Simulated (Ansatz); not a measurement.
**Relative stability**

Two isomers of SiHS2, doublet, relaxed at PBE0-D4/def2-TZVP (vibrations not checked).

A:

```
4
angstrom
S -1.5167 -0.5085 1.2238
Si 0.2467 0.4271 -1.9909
S -0.0509 -0.0161 0.0362
H 1.1209 0.0645 0.7150
```

B:

Si1  (0.640, -0.163, -0.400)
S2  (-0.428, 1.460, 0.396)
S3  (-1.453, -0.171, -0.576)
H4  (1.242, -1.126, 0.580)
(Å)

Computed with Ansatz 0.2.0 (basis: def2-TZVPP); correlated methods freeze the cores; orbitals are unrestricted. B3LYP uses VWN-RPA correlation.

(1) Which structure is lower at CCSD(T), and by how much? (Judge from chemistry; the value comes from the calculation.)

T1 diagnostic: at most 0.031. ⟨S²⟩ of the unrestricted Hartree–Fock references: 0.76 to 0.79 (a pure state has 0.75).

## Answers

(1) By the calculation: B, by 49.55 kcal/mol (electronic energy, against the other). By their contacts, A is SiHS₂ ([Si][SH][S]) and B is SiHS₂ ([SiH]1[S][S]1).

All methods give the same order:

| method | E(B) − E(A) (kcal/mol) |
| --- | --- |
| PBE-D4 | -43.17 |
| r2SCAN-D4 | -47.03 |
| PBE0-D4 | -47.87 |
| B3LYP-D4 | -44.67 |
| wB97M-V | -49.68 |
| HF | -52.25 |
| MP2 | -54.06 |
| CCSD | -50.30 |
| CCSD(T) | -49.55 |

Labels in which every atom is bracketed show which atoms are joined, not bond orders.
